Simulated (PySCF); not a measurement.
Cyclopentanol, C5H10O.
SMILES with atom numbers: `[OH:1][CH:2]1[CH2:3][CH2:4][CH2:5][CH2:6]1` (hydrogens: H7 on O1; H8 on C2; H9, H10 on C3; H11, H12 on C4; H13, H14 on C5; H15, H16 on C6)

Method used: PySCF 2.14.0, PBE0-D3(BJ)/def2-TZVP geometry optimisation, gas phase.

(1) List the bond lengths, angles and torsions at this level.

Results:

(1) 
```json
{"bond": "O1–C2", "length (Å)": "1.422", "order": "single"}
{"bond": "C2–C3, C2–C6", "length (Å)": "1.530", "order": "single"}
{"bond": "C3–C4", "length (Å)": "1.522", "order": "single"}
{"bond": "C4–C5", "length (Å)": "1.529", "order": "single"}
{"bond": "C5–C6", "length (Å)": "1.541", "order": "single"}
{"bond": "O1–H7", "length (Å)": "0.961", "order": "single"}
{"bond": "C2–H8", "length (Å)": "1.097", "order": "single"}
{"bond": "C3–H9, C6–H16", "length (Å)": "1.092", "order": "single"}
{"bond": "C3–H10, C6–H15", "length (Å)": "1.094", "order": "single"}
{"bond": "C4–H11, C5–H14", "length (Å)": "1.093", "order": "single"}
{"bond": "C4–H12, C5–H13", "length (Å)": "1.092", "order": "single"}
```

Bonds in one row agree within 0.01 Å and their mean is given. Orders are formal, as drawn. A selection of angles:
```json
{"angle": "C2–O1–H7", "degrees": "108.1"}
{"angle": "O1–C2–C3", "degrees": "111.4"}
{"angle": "O1–C2–C6", "degrees": "107.1"}
{"angle": "O1–C2–H8", "degrees": "109.6"}
{"angle": "C3–C2–C6", "degrees": "104.5"}
{"angle": "C3–C2–H8", "degrees": "112.0"}
{"angle": "C2–C3–C4", "degrees": "103.1"}
{"angle": "C2–C3–H9", "degrees": "112.4"}
{"angle": "C2–C3–H10", "degrees": "109.1"}
{"angle": "C4–C3–H9", "degrees": "114.5"}
{"angle": "C4–C3–H10", "degrees": "110.0"}
{"angle": "H9–C3–H10", "degrees": "107.6"}
{"angle": "C3–C4–C5", "degrees": "102.6"}
{"angle": "C3–C4–H11", "degrees": "113.7"}
{"angle": "C3–C4–H12", "degrees": "109.3"}
{"angle": "C5–C4–H11", "degrees": "113.2"}
{"angle": "C5–C4–H12", "degrees": "110.0"}
{"angle": "H11–C4–H12", "degrees": "107.9"}
{"angle": "C4–C5–C6", "degrees": "104.9"}
{"angle": "C4–C5–H13", "degrees": "112.7"}
{"angle": "C4–C5–H14", "degrees": "109.5"}
{"angle": "C6–C5–H13", "degrees": "112.6"}
{"angle": "C6–C5–H14", "degrees": "110.1"}
{"angle": "C5–C6–H15", "degrees": "111.7"}
{"angle": "C5–C6–H16", "degrees": "112.1"}
{"angle": "C2–C6–C5", "degrees": "106.4"}
{"angle": "C2–C6–H15", "degrees": "111.2"}
{"angle": "C2–C6–H16", "degrees": "108.1"}
```

Torsions: O1–C2–C3–C4 -79° (synclinal); C2–C3–C4–C5 -44° (synclinal); C3–C4–C5–C6 34° (synclinal); C4–C5–C6–C2 -12° (synperiplanar); O1–C2–C6–C5 104° (anticlinal); H7–O1–C2–C3 -65° (synclinal). The mirror-image conformer, all signs reversed, is as good.

Of the pairs four or more bonds apart, H7···H9 is among the closest relative to their van der Waals radii: 2.43 Å, 101 % of the sum of Bondi's values. The 5-membered ring C2–C3–C4–C5–C6 has internal angles of 102.6° to 106.4° (sum 521°, against 540° for a flat polygon); it is puckered, 0.19 Å rms from its mean plane, widest ring torsion 44°.

Point group: C1 (no symmetry element, even within 0.4 Å). PBE0-D3(BJ)/def2-TZVP frequencies: not computed here. One conformer, not necessarily the lowest (H–O1–C2–C3 -65°, O1–C2–C3–C4 -79°, C2–C3–C4–C5 -44°, C3–C4–C5–C6 34°, C4–C5–C6–C2 -12°).
